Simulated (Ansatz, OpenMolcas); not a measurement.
**A ladder of methods for [BH3]− (SMILES [BH3-])**

[BH3]− has 4 atoms, charge -1, and is taken as a doublet. SMILES: `[BH3-]`. The coordinates come from a GFN2-xTB relaxation.

Each level gives the vertical energy of the quartet above the doublet (eV). The values are calculated.

```csv
level,kind,program,value (eV),less CCSD(T)/6-31G*
UHF/6-31G* (spherical functions),Hartree–Fock,Ansatz,9.34,-0.30
UB3LYP/6-31G* (spherical functions),global hybrid,Ansatz,9.65,+0.01
UPBE0/6-31G* (spherical functions),global hybrid,Ansatz,9.47,-0.17
UB2PLYP/6-31G* (spherical functions),double hybrid,Ansatz,9.75,+0.11
RPA@PBE/6-31G* (spherical functions),RPA,Ansatz,9.59,-0.05
UBCCD(T)/6-31G* (spherical functions),coupled cluster or CI,Ansatz,9.64,0.00
UCCSD(T)/6-31G* (spherical functions),coupled cluster or CI,Ansatz,9.64,0.00
UCCSD/6-31G* (spherical functions),coupled cluster or CI,Ansatz,9.65,+0.01
FCI/STO-3G,exact in the basis,OpenMolcas,15.13,+5.49
```

Differences are taken from UCCSD(T)/6-31G* (spherical functions) for orientation; it has basis-set and higher-order errors of its own. Sets without diffuse functions describe the anion poorly. The values span 9.34 to 15.13 eV. High-level rows in very small sets aren't better than simpler rows in larger ones.
